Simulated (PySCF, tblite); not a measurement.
**C₄H₃S radical: geometry, infrared bands and EPR parameters**

Wanted: the infrared bands and EPR parameters of C₄H₃S radical (`C=[C]C=C=S`), by calculation.

Programs: tblite 0.8.0 and PySCF 2.14.0, with density-fitted response routines of our own. Each step states its level of theory. These are calculated values for one molecule in the gas phase, unless marked as measured. Atoms count from 0, in the outputs and in this text.

**1. Starting geometry**

8 atoms, charge 0, multiplicity 2; geometry from: force field or distance geometry start.

Bonds of the start (Å): C0–C1 1.32, C1–C2 1.47, C2–C3 1.29, C3–S4 1.63, C0–H5 1.09, C0–H6 1.10, C2–H7 1.10.

**2. Optimising the geometry with GFN2-xTB**

The job: settings as JSON, then the geometry in Å.

```
{"job": {"kind": "relax", "xc": "GFN2-xTB", "basis": "xTB"}, "charge": 0, "multiplicity": 2}
C     -1.519800    -0.291300     0.068000
C     -0.530700    -0.111200    -0.793200
C      0.663800     0.602300    -0.315700
C      1.677500    -0.112700     0.027200
S      2.952500    -1.032900     0.471000
H     -1.501500     0.087300     1.089600
H     -2.408100    -0.830400    -0.300700
H      0.675400     1.698400    -0.270800
```

Command:

```
OMP_NUM_THREADS=1 python probes_run.py task.json out
```

This one command runs all jobs of the session in turn.

Standard output:

```text
step      E/eV     max force
  0    -357.74117    4.394
  1    -357.94979    3.983
  2    -358.10622    1.158
  3    -358.16716    0.969
  4    -358.20481    0.805
  5    -358.23975    0.850
  6    -358.28726    0.786
  7    -358.33870    0.578
  8    -358.36829    0.634
  9    -358.42192    0.784
 10    -358.46420    0.837
 11    -358.51349    0.640
 12    -358.54190    0.507
 13    -358.55790    0.323
 14    -358.56632    0.222
 15    -358.57155    0.191
 16    -358.57489    0.206
 17    -358.57725    0.118
 18    -358.57888    0.102
 19    -358.57981    0.098
 20    -358.58047    0.101
 21    -358.58222    0.123
 22    -358.58478    0.153
 23    -358.58778    0.139
 24    -358.59023    0.117
 25    -358.59169    0.092
 26    -358.59251    0.092
 27    -358.59329    0.093
 28    -358.59408    0.092
 29    -358.59489    0.088
 30    -358.59554    0.079
 31    -358.59606    0.079
 32    -358.59698    0.070
 33    -358.59819    0.070
 34    -358.59903    0.077
 35    -358.59936    0.027
 36    -358.59942    0.028
 37    -358.59945    0.015
 38    -358.59946    0.018
 39    -358.59950    0.016
 40    -358.59951    0.014
 41    -358.59953    0.011
 42    -358.59955    0.014
 43    -358.59959    0.023
 44    -358.59963    0.026
 45    -358.59968    0.023
 46    -358.59971    0.014
 47    -358.59972    0.014
 48    -358.59974    0.017
 49    -358.59978    0.025
 50    -358.59983    0.031
 51    -358.59988    0.025
 52    -358.59995    0.034
 53    -358.60003    0.040
 54    -358.60017    0.047
 55    -358.60042    0.071
 56    -358.60072    0.080
 57    -358.60094    0.041
 58    -358.60097    0.075
 59    -358.60104    0.018
 60    -358.60106    0.011
 61    -358.60110    0.041
 62    -358.60112    0.030
 63    -358.60118    0.036
 64    -358.60124    0.019
 65    -358.60129    0.026
 66    -358.60128    0.099
 67    -358.60147    0.055
 68    -358.60071    0.256
 69    -358.60156    0.019
 70    -358.60159    0.032
 71    -358.60162    0.015
 72    -358.60163    0.008
```

Run time: 0.26 s. Hardware: 1 thread of Arm Neoverse V1, shared host.

Relaxation path: (not every step is listed)

```csv
step,energy from step 0 (eV),largest force (eV/Å)
0,0.0000,4.3941
1,-0.2086,3.9829
2,-0.3650,1.1582
3,-0.4260,0.9695
4,-0.4636,0.8052
5,-0.4986,0.8496
6,-0.5461,0.7857
7,-0.5975,0.5783
8,-0.6271,0.6342
13,-0.8167,0.3226
18,-0.8377,0.1024
23,-0.8466,0.1387
28,-0.8529,0.0922
33,-0.8570,0.0698
38,-0.8583,0.0180
43,-0.8584,0.0228
48,-0.8586,0.0172
53,-0.8589,0.0399
58,-0.8598,0.0749
63,-0.8600,0.0364
67,-0.8603,0.0546
68,-0.8595,0.2564
69,-0.8604,0.0193
70,-0.8604,0.0322
71,-0.8605,0.0154
72,-0.8605,0.0079
```

Distances of close pairs at the start and the end, largest changes first:

```csv
bond,before (Å),after (Å),change (Å)
C1–C2,1.471,1.339,-0.132
C3–S4,1.634,1.557,-0.077
C2–C3,1.287,1.350,+0.063
C0–C1,1.324,1.289,-0.035
C0–H6,1.103,1.083,-0.019
C2–H7,1.097,1.088,-0.009
C0–H5,1.090,1.084,-0.006
```

The next job starts from the end point, and lists it.

**3. Vibrational analysis with GFN2-xTB**

The job: settings as JSON, then the geometry in Å.

```
{"job": {"kind": "ir", "xc": "GFN2-xTB", "basis": "xTB"}, "charge": 0, "multiplicity": 2}
C     -1.715971    -0.269320     0.176979
C     -0.505650     0.118114    -0.036828
C      0.747089     0.538465    -0.255215
C      1.886232    -0.148718    -0.024453
S      3.234740    -0.880228     0.238816
H     -2.224074    -0.095319     1.118017
H     -2.299948    -0.788901    -0.573093
H      0.886639     1.535320    -0.668788
```

Standard output:

```text
mode    cm-1     km/mol
  1      48.0      0.02
  2      91.4      0.49
  3      96.2      5.36
  4     285.7      0.76
  5     437.0      0.18
  6     504.8      1.84
  7     722.7     18.49
  8     791.6     30.22
  9     867.2     32.49
 10     939.2      0.44
 11    1057.5     19.35
 12    1200.6     14.42
 13    1400.8      1.96
 14    1685.3    103.58
 15    1975.0     85.65
 16    2955.5     14.76
 17    2986.5     16.48
 18    3004.5     71.28
```

It took 0.13 s on 1 thread of Arm Neoverse V1, shared host.

The strongest bands and the atoms that carry them (share of the mass-weighted mode):

```csv
cm⁻¹,km/mol,atoms
723,18.5,"H7 68 %, C2 15 %"
792,30.2,"C2 45 %, S4 26 %"
867,32.5,"H5 36 %, H6 35 %, C0 18 %"
1058,19.4,"H7 53 %, C2 17 %, C0 16 %"
1685,103.6,"C3 72 %, C2 21 %"
1975,85.7,"C1 67 %, C0 24 %"
2986,16.5,"H5 51 %, H6 39 %"
3004,71.3,"H6 54 %, H5 42 %"
```

**4. EPR parameters: B3LYP/pcH-1**

The job, as its differences from that of step 3:

```diff
@@ -1,2 +1,2 @@
-{"job": {"kind": "ir", "xc": "GFN2-xTB", "basis": "xTB"}, "charge": 0, "multiplicity": 2}
+{"job": {"kind": "epr", "basis": "pcH-1"}, "charge": 0, "multiplicity": 2}
 C     -1.715971    -0.269320     0.176979
```

With the program's defaults for keys left out, this is: UKS B3LYP, pcH-1 on C H S, non-relativistic, mean-field spin-orbit, GIAO.

Standard output:

```text
UKS, coarse grid
  cycle   1  E = -552.27001555  |g| = 2.54e-01
  cycle   2  E = -552.24230572  |g| = 3.25e-01
  cycle   3  E = -552.29873275  |g| = 8.55e-02
  cycle   4  E = -552.30187117  |g| = 4.55e-02
  cycle   5  E = -552.30286536  |g| = 1.92e-02
  cycle   6  E = -552.30310289  |g| = 6.93e-03
  cycle   7  E = -552.30314169  |g| = 5.06e-03
  cycle   8  E = -552.30316504  |g| = 1.46e-03
  cycle   9  E = -552.30316868  |g| = 8.49e-04
UKS, final grid
  cycle   1  E = -552.30316921  |g| = 1.10e-03
  cycle   2  E = -552.30316876  |g| = 1.61e-03
  cycle   3  E = -552.30317002  |g| = 2.92e-04
  cycle   4  E = -552.30317009  |g| = 1.70e-04
  cycle   5  E = -552.30317018  |g| = 1.16e-04
  cycle   6  E = -552.30317019  |g| = 2.45e-05
E = -552.30317019 Eh   <S^2> = 0.7705 (exact 0.7500)
g shifts (ppm)      1          2          3
  rmc          -169       -169       -169
  gc             44         -1         38
  oz_so      -59083       -392       2879
  total      -59208       -562       2748
hyperfine (MHz)  atom isotope    a_iso     a_fc   dipolar eigenvalues
    0   13C     -40.68     -40.68     -9.51      2.27      7.24
    1   13C      52.35      52.35    -52.40    -39.38     91.78
    2   13C     -47.08     -47.08    -24.02      8.96     15.06
    3   13C      55.20      55.20    -44.70    -39.91     84.61
    4   33S       0.39       0.39    -24.83    -21.02     45.84
    5    1H     109.95     109.95     -2.90     -2.25      5.15
    6    1H     109.44     109.44     -2.92     -2.28      5.20
    7    1H      15.55      15.55     -4.87     -0.77      5.64
```

It took 17 s on 1 thread of Arm Neoverse V1, shared host; peak memory 0.62 GiB.

Principal g values 1.94311, 2.00176, 2.00507; g(iso) = 1.98331, against 2.00232 for a free electron. They are not to be trusted: the run shows a large g shift, which the driver flags as unsure.

Mean a(iso) over the nuclei that a row names, and the largest dipolar term of the row (other rows stand at the frozen geometry):

```csv
nuclei,isotope,a(iso) (MHz),"a(iso) (G, at g = 2.0023)",largest dipolar term (MHz)
"H5, H6",1H,109.7,39.1,5.2
C3,13C,55.2,19.7,84.6
C1,13C,52.4,18.7,91.8
C2,13C,-47.1,-16.8,-24.0
C0,13C,-40.7,-14.5,-9.5
H7,1H,15.6,5.5,5.6
S4,33S,0.4,0.1,45.8
```

Mulliken spin populations:

```csv
atom,value (e)
C0,-0.11
C1,0.58
C2,-0.20
C3,0.44
S4,0.20
H5,0.05
H6,0.05
H7,0.01
```

The fields below are evaluated on a grid from the run's orbitals.

ELF in a plane through or near 6 of the atoms.

Ten even steps from '0' (0.00) to '9' (1.00):
```
0000000000000000000000000000
0000000000000000000000000000
0000000000000000000000000000
0000000000364000000000000000
0000000004999400000000000000
0000000006999700122000000000
0000000003999501465310000000
0000011101697535776420000000
0001234433624664886421000000
0002566763852834853531000000
0015777866384634834631000000
0026831183341268844631000000
0027826568520057765310000000
0026831176520036653100000000
0014788875310013431000000000
0001467653200000000000000000
0000123221000000000000000000
0000000000000000000000000000
0000000000000000000000000000
0000000000000000000000000000
```
The map spans 11.5 Å across and 8.4 Å up, centred on the molecule. Atoms in the plane (x, y in Å): C0 (1.7, -0.2), C1 (0.5, 0.2), C2 (-0.8, 0.5), C3 (-1.9, -0.3), S4 (-3.2, -1.1), H7 (-1.0, 1.6).

On the surface of density 0.002 e/bohr³ the electrostatic potential runs, from the 1st to the 99th percentile, from -0.48 V near S4 to 1.28 V near H7.

The spin density lies nearest to C1, C3 about 31 % each; S4 18 %; C2 8 % (beta excess).

**5. Results**

| quantity | value |
| --- | --- |
| strongest single infrared mode (GFN2-xTB) | 1685 cm⁻¹, 104 km/mol |
| zero-point energy (GFN2-xTB) | 30.1 kcal/mol |
| g(iso) (B3LYP) | 1.98331 |
| ⟨S²⟩ | 0.771 (exact 0.75) |
| largest a(iso) (averaged by class) | 1H on H5, H6, 109.7 MHz |
| surface potential, 1st and 99th percentile | -0.48 V and 1.28 V |
| property runs in this session | 1, of which 0 failed and 1 gave unsound results |

What this shows: The optimisation took 72 steps and gained 0.860 eV; among the close pairs (by a distance rule), C1–C2 changed most, from 1.471 to 1.339 Å. No mode is imaginary among the 18: a minimum at this level. The strongest single mode, at 1685 cm⁻¹, moves mainly C3. Unscaled tight-binding wavenumbers are off by several per cent, some by more. Its intensities can rank the bands wrongly. The largest spin populations lie on C1 (0.58 e), C3 (0.44 e). The isotropic g lies 19.0 ppt below the free-electron value. These values are not to be trusted: the run shows a large g shift, which the driver flags as unsure.
